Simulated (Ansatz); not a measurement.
The same path of BH$_{6}$N (8 atoms, charge 0, multiplicity 1) was run twice with different band settings. Lost on the way: B1–H2, N5–H8. Made: H2–H8.

Method: Ansatz, RKS r2SCANh-D4/def2-SVPD.

Relaxed end points:

```xyz
8
Properties=species:S:1:pos:R:3
B 0.045 -0.129 0.162
H 0.253 0.630 1.093
H 0.947 -0.148 -0.659
H -1.061 0.008 -0.337
N 0.035 -1.630 0.824
H -0.150 -2.340 0.119
H 0.930 -1.846 1.255
H -0.683 -1.709 1.540
```

```xyz
8
Properties=species:S:1:pos:R:3
B 0.166 -0.745 -0.451
H -0.636 0.850 2.700
H 1.131 -0.027 -0.519
H -0.916 -0.401 -0.851
N 0.306 -2.010 0.107
H -0.457 -2.664 0.193
H 1.183 -2.365 0.459
H -0.462 0.197 2.359
```

Common settings: movable images 7; climbing image yes; spring 5.0 eV/Å²; optimiser quadratic models (default); start path through a guess of the saddle point; iteration limit 60; end points relaxed.

| run | force threshold |
| --- | --- |
| 1 | 0.03 eV/Å |
| 2 | 0.5 eV/Å |

(1) What does each run give, and how far can it be trusted?

## Answers

(1) Run 1: converged after 13 iterations, highest image 1.586 eV above the first end. A vibrational analysis at the climbing image gives one clearly imaginary mode, 1316i cm⁻¹: a first-order saddle point.
Run 2: converged after 9 iterations, highest image 1.589 eV above the first end. The threshold of 0.5 eV/Å is loose, so the images may lie well off the minimum-energy path. The order of the stationary point at the top wasn't checked.
The orbitals stay closed-shell, which can raise the energy where a bond breaks towards radicals; this wasn't checked here.
